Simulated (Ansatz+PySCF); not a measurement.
Two shapes of singlet CHO2(-).

Shape 1:

```xyz
4

C     0.0000    0.0000   -0.3053
O     0.0000    1.1320    0.2066
O     0.0000   -1.1320    0.2066
H     0.0000    0.0000   -1.4730
```

Shape 2:

```xyz
4

C     0.0000    0.0000   -0.3298
O     0.0000    1.2225    0.2231
O     0.0000   -1.2225    0.2231
H     0.0000    0.0000   -1.5909
```

Basis set: def2-SVP (spherical functions). Frozen core: 3 orbitals. Charge -1, multiplicity 1.

Computed with Ansatz (development build ahead of 0.2.0); each method stands on the lowest determinant of its kind that the runs found.

Q: Which shape is lower in energy, and by how much in each method?

A:

```json
{"method": "RHF", "E(2) − E(1) (eV)": "1.187"}
{"method": "RHF-MP2", "E(2) − E(1) (eV)": "0.678"}
{"method": "UHF-MP2", "E(2) − E(1) (eV)": "0.678"}
{"method": "RHF-CCSD", "E(2) − E(1) (eV)": "0.757"}
{"method": "UHF-CCSD(T)", "E(2) − E(1) (eV)": "0.658"}
```

Shape 1 is lower. Caution: no diffuse functions for an anion.
